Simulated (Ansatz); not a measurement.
# CH₄BN: up Jacob's ladder to CCSD(T)

An exercise on one series of results from a longer session: the logs are not shown, and one member is left open.

Method: functionals in def2-TZVPP, the program's frozen cores in correlated methods; program: Ansatz 0.2.0, Gaussian basis.

The runs, in order: LDA (SPW92), PBE-D4, revPBE-D4, BLYP-D4, r2SCAN-D4, B97M-V, PBE0-D4, B3LYP-D4, r2SCANh-D4, r2SCAN0-D4, HSE06-D4, BHLYP-D4, CAM-B3LYP-D4, LC-ωPBE, ωB97X-V, ωB97M-V, B2PLYP, PBE-QIDH; CCSD(T)/def2-SVP; CCSD(T)/def2-TZVPP; MP2/def2-QZVPP; extrapolation to the limit; RPA on PBE.

1 further run of the same task is left out (it didn't finish).

## Structure used throughout

All runs share one geometry, relaxed beforehand with PBE0-D4 in a triple-zeta def2 set.

7 atoms, charge 0, spin multiplicity 1.

Atoms are counted from 1 here; the program's logs count them from 0.

Bond lengths: B1–N2 1.351 Å, B1–H4 1.197 Å, B1–H5 1.197 Å, N2–C3 1.241 Å, C3–H6 1.094 Å, C3–H7 1.094 Å. Angles: N2–B1–H4 118.7°, N2–B1–H5 118.7°, H4–B1–H5 122.7°, B1–N2–C3 180.0°, N2–C3–H6 121.4°, N2–C3–H7 121.4°, H6–C3–H7 117.1°.

The first run:

The input, in.yaml:

```yaml
crystal:
  periodic: [false, false, false]
  atoms:
    - {symbol: B, position_ang: [-1.112103, 0.375981, -0.546400]}
    - {symbol: N, position_ang: [0.050312, -0.023903, 0.013480]}
    - {symbol: C, position_ang: [1.117802, -0.391268, 0.527657]}
    - {symbol: H, position_ang: [-1.531526, -0.227172, -1.491159]}
    - {symbol: H, position_ang: [-1.680533, 1.318842, -0.077435]}
    - {symbol: H, position_ang: [1.137705, -1.127163, 1.336636]}
    - {symbol: H, position_ang: [2.079543, 0.006782, 0.191522]}
basis:
  gaussian: {orbitals: def2-TZVPP}
hamiltonian: {xc: lda}
output: {orbitals: {seedname: orbitals}}
```

Started as:

```sh
ansatz run in.yaml --threads 2 --pin off --events-out ev --progress --plain --max-ram 4352MiB
```

Steps of the session up to this table: LDA; PBE-D4 (GGA); revPBE-D4 (GGA); BLYP-D4 (GGA); r2SCAN-D4 (meta-GGA); B97M-V (meta-GGA); PBE0-D4 (hybrid); B3LYP-D4 (hybrid); r2SCANh-D4 (hybrid); r2SCAN0-D4 (hybrid); HSE06-D4 (hybrid); BHLYP-D4 (hybrid); CAM-B3LYP-D4 (range-separated); LC-ωPBE (range-separated); ωB97X-V (range-separated); ωB97M-V (range-separated); B2PLYP (double hybrid); PBE-QIDH (double hybrid).

One table of the session follows, with a row left open; its other results are not shown here.

It belongs to the step «Frontier levels by functional». 

| functional | HOMO (eV) | gap (eV) |
| --- | --- | --- |
| LDA (SPW92) | -6.77 | 4.56 |
| PBE-D4 | -6.64 | 4.64 |
| revPBE-D4 | -6.59 | 4.66 |
| BLYP-D4 | ? | ? |
| r2SCAN-D4 | -6.84 | 5.07 |
| B97M-V | -6.94 | 5.22 |
| PBE0-D4 | -7.92 | 7.01 |
| B3LYP-D4 | -7.70 | 6.53 |
| r2SCANh-D4 | -7.32 | 5.96 |
| r2SCAN0-D4 | -8.06 | 7.30 |
| HSE06-D4 | -7.51 | 6.22 |
| BHLYP-D4 | -9.12 | 9.41 |
| CAM-B3LYP-D4 | -9.31 | 9.58 |
| LC-ωPBE | -10.68 | 12.18 |
| ωB97X-V | -10.31 | 11.73 |
| ωB97M-V | -10.24 | 11.52 |

Estimate the missing values for BLYP-D4.

Worked estimate for «HOMO (eV)». Against the share of exact exchange, B3LYP-D4 (0.2, -7.70), BHLYP-D4 (0.5, -9.12) give a slope of -4.73 per unit share; at 0 the line stands at -6.75.

As computed: HOMO (eV): -6.52; gap (eV): 4.64. In «HOMO (eV)» the line misses by -0.23.
